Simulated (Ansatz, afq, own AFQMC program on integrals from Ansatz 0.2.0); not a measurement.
## CO, singlet: AFQMC among the cluster methods

```xyz
2

O     0.0000    0.0000    0.0000
C     0.0000    0.0000    2.0400
```

Basis 6-31G. Only valence electrons are correlated. Integrals, coupled cluster, full CI and functionals: Ansatz 0.2.0; the random walks run on the same integrals in our own AFQMC program. The CISD trial takes its coefficients from CCSD amplitudes. Released means that phaseless walkers are propagated on without the constraint, phases kept. ± is one standard error of the sampling.

Determinant: RHF, the one that the program's search chose, which needn't be the lowest solution. The geometry is a point of a scan.

Full CI on the same integrals is exact in this basis and with this determinant's frozen core.

Cautions: restricted determinant unstable towards unrestricted (UHF 5.89 eV lower, ⟨S²⟩ 1.95); the search met a lower determinant of the same kind, perhaps of another symmetry (1.81 eV lower), and this one is a saddle point; strong correlation (T1 0.088, weight of the determinant 0.63, largest double 0.47); (T) is large, 10 % of the CCSD correlation; (Q) is large, 960 meV, so the cluster series hasn't closed; CCSD(T) is in doubt: in a space of 8 electrons in 8 natural orbitals full CI lies 465 meV below it; CCSDT(Q) is in doubt: in a space of 8 electrons in 8 natural orbitals full CI lies 558 meV above it; the CCSDTQ amplitudes may be one of several solutions (largest double 0.41); the released energies are still falling, so no released level is given (meV from the phaseless value at times in 1/Eh: -21 ± 8 at 0.24, -60 ± 9 at 0.51, -129 ± 13 at 0.99, -181 ± 20 at 1.62, -246 ± 40 at 2.40).

* T1 diagnostic: 0.0881
* weight of the determinant in the CISD state: 0.629
* size of the correlated space: 10 electrons in 16 orbitals

Reference: full CI, correlation energy -10.659 eV. The cautions show a poor starting determinant, so the rows tell how each method copes with it here, and full CI is the sure value.

| level | E − E(reference) (kJ/mol) | share of correlation (%) |
| --- | --- | --- |
| HF | 1028.5 | 0.00 |
| MP2 | -12.1 | 101.18 |
| CCSD | 127.4 | 87.61 |
| CCSD(T) | 40.0 | 96.11 |
| CCSDT | 21.2 | 97.94 |
| CCSDT(Q) | -71.4 | 106.94 |
| CCSDTQ | 1.7 | 99.84 |
| ph-AFQMC/CISD | 33.1 ± 1.0 | 96.79 |

CCSDT and higher add their correlation energy to the determinant of the CCSD(T) run, since their own runs factorise the integrals more tightly (a shift of under 2 meV).
